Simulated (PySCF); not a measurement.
## NaS: one state, many levels of theory

State: ²Π (doublet), unpaired electrons π ↑. Set-up: PySCF, no relativity, basis sets Na aug-pcseg-1, S aug-pcseg-1. De refers to Na + S in their high-spin ground configurations, without counterpoise correction. The functionals are run spin-unrestricted. A positive dipole means Na(−)S(+).

```csv
Level,Re (Å),ωe (cm⁻¹),De (eV),μ (D),"CPU s a point (SCF and correlation, without the integrals)"
UHF,2.538,323,1.54,-9.54,0.11
UHF-MP2,2.553,311,2.33,n/a,0.16
UHF-SCS-MP2,2.554,311,2.31,n/a,n/a
UHF-CCSD,2.555,310,2.27,n/a,n/a
UHF-CCSD(T),2.560,307,2.32,n/a,2.1
PBE,2.520,314,2.61,-8.12,0.36
r²SCAN,2.515,323,2.69,-8.76,0.51
r²SCANh,2.512,325,2.66,-8.85,0.55
PBE0,2.506,325,2.55,-8.62,0.53
M06,2.520,314,2.88,-8.84,0.5
M06-2X,2.494,335,2.71,-8.82,0.56
LC-ωPBE,2.495,333,2.57,-9.11,0.46
```

(1) Which functional lies closest to UHF-CCSD(T) in De, which farthest, and by how much do they differ from it?

(2) What does the step from GGA to meta-GGA do here, going from PBE to r²SCAN?

(3) What does the triples do here, going from UHF-CCSD to UHF-CCSD(T)?

Correlated steps freeze 6 core orbitals. Correlated levels converge slowly with the basis: in double zeta they bind strong bonds too weakly, by up to about 1 eV, and carry superposition errors of some tenths. The state was picked by a PBE0 search and need not be the measured ground state.

The whole job (state search and all levels along the bond) took about 1.2 min on 1 thread of Arm Neoverse V2 (shared host), peak memory 0.44 GiB.

## Answers

(1) Closest is PBE0 (-5.4 pm in Re, +5.9 % in ωe, +0.23 eV in De against UHF-CCSD(T) in the same basis), farthest M06 (-4.0 pm in Re, +2.3 % in ωe, +0.56 eV in De). CCSD(T) converges more slowly with the basis than the functionals do and binds too weakly in this one, so the order can change at the basis-set limit.

(2) r²SCAN less PBE: -0.5 pm in Re, +2.9 % in ωe, +0.08 eV in De. 

(3) UHF-CCSD(T) less UHF-CCSD: +0.5 pm in Re, -1.0 % in ωe, +0.05 eV in De. Correlation nearly always deepens the well. The bond lengthens, as in strong covalent bonds, where excitations into antibonding orbitals dominate.
